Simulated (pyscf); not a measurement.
**Substitution at C: chloromethane (H₃C–Cl) + chloride (Cl⁻) → chloride (Cl⁻) + chloromethane (H₃C–Cl)**

Gas phase, singlet surface, charge -1. Bonds broken: Cl1–C2. Bonds formed: C2–Cl3. Structures and frequencies: ωB97X-D3(BJ)/def2-SVPD in PySCF. Correlated levels are frozen-core, on RHF or UHF. ΔMP2 is the change of the MP2 total energy from the triple- to the quadruple-zeta basis.

Transition state (Å):

```xyz
6

Cl     1.2748     1.9340    -1.1322
C      0.1621     0.1890    -0.0688
Cl    -0.9505    -1.5560     0.9946
H     -0.7708     0.7277    -0.1609
H      0.4752    -0.4877    -0.8518
H      0.7820     0.3270     0.8063
```

One imaginary mode, 458i cm⁻¹; descent along it reached the two sides named, in the forms told below.

```json
[
 {"bond": "Cl1–C2", "change": "breaks", "reactant side (Å)": "1.818", "saddle": "2.327", "product side": "3.2"},
 {"bond": "C2–Cl3", "change": "forms", "reactant side (Å)": "3.2", "saddle": "2.327", "product side": "1.818"}
]
```

Electronic energies relative to the separated reactants (kcal/mol):

| level | barrier | reaction energy | reverse barrier |
|---|---|---|---|
| ωB97X-D3(BJ)/def2-TZVPD | 4.3 | 0.0 | 4.3 |
| PBE/def2-TZVPD | -2.9 | 0.0 | -2.9 |
| r²SCAN/def2-TZVPD | -2.9 | 0.0 | -2.9 |
| B3LYP-D3(BJ)/def2-TZVPD | -1.6 | 0.0 | -1.6 |
| PBE0-D3(BJ)/def2-TZVPD | 0.7 | 0.0 | 0.7 |
| M06-2X/def2-TZVPD | 2.9 | 0.0 | 2.9 |
| ωB97M-D3(BJ)/def2-TZVPD | 3.5 | 0.0 | 3.5 |
| HF/def2-TZVPD | 8.3 | 0.0 | 8.3 |
| MP2/def2-QZVPPD | 4.6 | 0.0 | 4.6 |
| CCSD/def2-TZVPPD | 5.1 | 0.0 | 5.1 |
| CCSD(T)/def2-TZVPPD | 2.7 | 0.0 | 2.7 |
| CCSD(T)/def2-TZVPPD + ΔMP2(QZVPPD) | 2.9 | 0.0 | 2.9 |

With CCSD(T)/def2-TZVPPD + ΔMP2(QZVPPD) energies and thermal terms (ideal gas, 1 atm, RRHO with modes under 100 cm⁻¹ raised to 100, one conformer, R ln 2 for rigid chiral ones), in kcal/mol:

| T (K) | ΔH‡ | ΔG‡ | ΔH | ΔG |
|---|---|---|---|---|
| 298 | 2.1 | 9.8 | 0.0 | 0.0 |
| 600 | 2.2 | 17.5 | 0.0 | 0.0 |
| 900 | 2.1 | 25.2 | 0.0 | 0.0 |
| 1200 | 1.9 | 32.9 | 0.0 | 0.0 |

On the reactant side the descent ends in a bound adduct, 10.3 kcal/mol under the separated species and 14.6 kcal/mol under the saddle at ωB97X-D3(BJ)/def2-TZVPD. On the product side the descent ends in a bound adduct, 10.3 kcal/mol under the separated species and 14.6 kcal/mol under the saddle at ωB97X-D3(BJ)/def2-TZVPD. At PBE, r²SCAN, B3LYP-D3(BJ) the saddle lies under the separated reactants, which points to a path from their complex (located at ωB97X-D3(BJ) alone). At PBE, r²SCAN, B3LYP-D3(BJ) the saddle lies under the separated products, which points to a path from their complex (located at ωB97X-D3(BJ) alone). One saddle was located; it need not be the lowest between these sides. The angle at the attacked C is 180°. The CCSD(T) − MP2 part came from Ansatz, without density fitting, on the same reference.
